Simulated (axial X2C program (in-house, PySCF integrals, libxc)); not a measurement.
## Which molecule has these constants?

Computed with an axial X2C code built on PySCF integrals, spin-free (one-electron X2C) or two-component (2c: spin–orbit coupling with atomic mean-field Coulomb and Gaunt terms, which also bring small scalar terms), in Dyall basis sets with cores contracted in-house; open shells are unrestricted.

A two-component PBE0 calculation in a Dyall 3-zeta basis gave Re = 1.654 Å, ωe = 1727.8 cm⁻¹, De = 1.94 eV, Ω = 0.

Problem. Which molecule is it?
A. MgH⁺
B. AlH⁺
C. HCl⁺
D. SH⁺
E. NaH⁺

Solution. A. The others have NaH⁺ 2.592 Å and 321.3 cm⁻¹ (Ω = 1/2); AlH⁺ 1.622 Å and 1649.7 cm⁻¹ (Ω = 1/2); SH⁺ 1.372 Å and 2544.3 cm⁻¹ (Ω = 1); HCl⁺ 1.324 Å and 2654.2 cm⁻¹ (Ω = 3/2).

Each entry is the lowest single determinant of a limited PBE0 search at one distance. De goes to single-determinant-based atoms at the same level (for ions the charge split of lowest energy) and is withheld (n/a) where an atom does not fit its ground term or J level. Main or longest-lived isotopes. One determinant is a doubtful description, or other states lie close, for SH⁺; these need not be ground states, and all values refer to the states named. Some open-shell Ω = 0 determinants are out of reach, so the Ω given for SH⁺ need not be the lowest component. With several unpaired electrons the Ω given is that of one determinant, not necessarily of the lowest component. Some light 2c atoms are not at their ground J level, so De misses part of their lowering (0.04 eV or less). The functionals have no current term, which raises determinants with orbital currents.
